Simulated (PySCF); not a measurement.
Bonds: B1-C4 1.530 Å, C4-N5 1.162 Å. B1 carries H2, H3.

- structure optimised with PBE0-D3(BJ)/def2-SVP
- NMR shieldings at PBE0/pcSseg-1/GIAO
- run in PySCF
- one computed conformer, fast rotation and ring inversion assumed for equivalent nuclei, in vacuum, relativity neglected

δ = σ(ref) − σ, references computed at the same level: TMS for 13C (184.41 ppm) and 1H (31.27 ppm); 11B (100.73 ppm) against BF3·OEt2; 15N (265.67 ppm) vs NH3.

| atoms | nucleus | count | Hirshfeld charge | δ (ppm) |
| --- | --- | --- | --- | --- |
| N5 | 15N | 1 | -0.17 | ? |
| B1 | 11B | 1 | 0.21 | 70.6 |
| C4 | 13C | 1 | 0.01 | ? |
| H2/H3 | 1H | 2 | -0.03 | 6.73 |

Question: Complete the table.

Answer: 
- C4: 132.5 ppm, carbon bonded to B, N
- N5: 428.3 ppm, nitrogen bonded to C

Hydrogens on boron are broadened and split by 11B (spin 3/2, 80 %) and 10B (spin 3). A carbon bonded to boron is broadened by the quadrupolar boron nucleus and is often missing from a measured spectrum. Shifts are as computed. Against solution values, carbons near 30 ppm lie about +2 ppm off and those near 130 ppm about +5 ppm. Of 1211 compounds with measured shifts, 218 miss one by over three times the rms of a fit or turn the order of signals round; such compounds aren't used in these exercises. Experimental scales use liquid or dissolved standards, which lie at an offset from isolated NH3 (liquid NH3: subtract about 20 ppm). Unscaled 15N shifts of sp2 nitrogen come out 20 to 40 ppm too high even then.
